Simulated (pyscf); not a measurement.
Thermochemistry of product channels of `[O]=[Nb]([OH])([OH])[OH]` + `[H][H]` on the singlet surface, in kJ/mol, from ωB97M-D3(BJ)/def2-TZVP energies (ideal gas, 1 atm, RRHO with modes under 100 cm⁻¹ raised to 100, one conformer, R ln 2 for chiral ones without a mode under 150 cm⁻¹). Optimised with ωB97X-D3(BJ)/def2-SVP in PySCF.

| products | ΔE | ΔH(298 K) | ΔG(600 K) | ΔG(1200 K) |
|---|---|---|---|---|
| `[OH][NbH]([OH])([OH])[OH]` | … | +72.4 | +140.1 | … |
| `[O]=[NbH]([OH])[OH]` + `[OH2]` | +119.3 | +130.4 | +111.1 | +100.2 |

### Question
What belongs in the gaps?

### Answer

- `[OH][NbH]([OH])([OH])[OH]`, ΔE: +56.5
- `[OH][NbH]([OH])([OH])[OH]`, ΔG(1200 K): +208.3

These are energies of the channels, which say nothing of barriers. Elements past Kr carry the def2 core potentials, without spin-orbit coupling.
